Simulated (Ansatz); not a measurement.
in.yaml

```yaml
crystal:
  periodic: [false, false, false]
  atoms:
    - {symbol: Sn, position_ang: [0.000000, 0.000000, 0.000000]}
    - {symbol: H, position_ang: [0.000000, 0.000000, 3.045000]}
basis:
  gaussian: {orbitals: def2-mTZVP}
total_charge: 1
magnetization: {spin_polarized: false, initial_magnetization: 2}
correlation: {active_space: {window: {electrons: 4, orbitals: 4}, states: [{multiplicity: 3, weights: [-1, 1]}]}}
```

```sh
$ ansatz run in.yaml --threads 1 --pin off --events-out ev --progress --plain --max-ram 2393MiB
```

Q: One thing in this input was set wrong on purpose, beside settings that are merely unusual. What is the gravest fault, and what does the program do?

A: Impossible set of states or weights. How the run ends: refused.
```
Error: set 0 asks for 2 states and needs as many positive weights; it has [-1.0, 1.0]
```
